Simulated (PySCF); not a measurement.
CH2, SMILES [CH2] (connectivity only; charge and spin as stated), neutral, multiplicity 1. Atoms are numbered in the order given.

```xyz
3

C      0.0000     0.0000     0.1748
H      0.0000    -0.8622    -0.5245
H      0.0000     0.8622    -0.5245
```
Charge 0, spin multiplicity 1.

Coordinates come from a B3LYP-D3(BJ)/def2-TZVPD optimisation. The isomer is the one that the SMILES or the coordinates give; other isomers of the formula were not compared.

All values below come from PBE0/def2-TZVPD run with PySCF.

Gas-phase values at a fixed geometry.

### Question
Estimate the frontier levels, gap, dipole moment and polarisability. (Estimate from the structure and the level; the computed values follow.)

### Answer

- highest occupied level = -7.33 eV
- lowest empty level = -3.57 eV
- orbital gap = 3.77 eV
- dipole moment = 1.78 D
- quadrupole, principal values (traceless, Buckingham form, about the centre of nuclear charge) = -2.77, 0.89, 1.89 D·Å
- mean static polarisability = 16.5 bohr³ (2.45 Å³)
- polarisability, principal values = 13.9, 17.0, 18.6 bohr³
